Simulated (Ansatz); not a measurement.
`B#N` (triplet), relaxed with UKS PBE0-D4/def2-TZVP in Ansatz 0.2.0 from a PBE-D4/def2-SVP geometry. The force threshold is 0.005 eV/Å; the program also tests the step.

Total charge 0; spin multiplicity 3.

Start:

```xyz
2

B    -0.094   -0.065   -0.658
N     0.094    0.065    0.658
```

Problem. How much energy does the relaxation release, and in how many steps? (Best estimate.)

Solution. The calculation gave: 0.26 kcal/mol, in 3 steps.

Problem. Which bonds change most? (An estimate is asked.)

Solution. Ansatz gave: B1–N2 from 1.336 to 1.315 Å.

Problem. Give the relaxed structure. (An estimate is asked.)

Solution. Computed: 
```xyz
2

B    -0.093   -0.064   -0.648
N     0.093    0.064    0.648
```
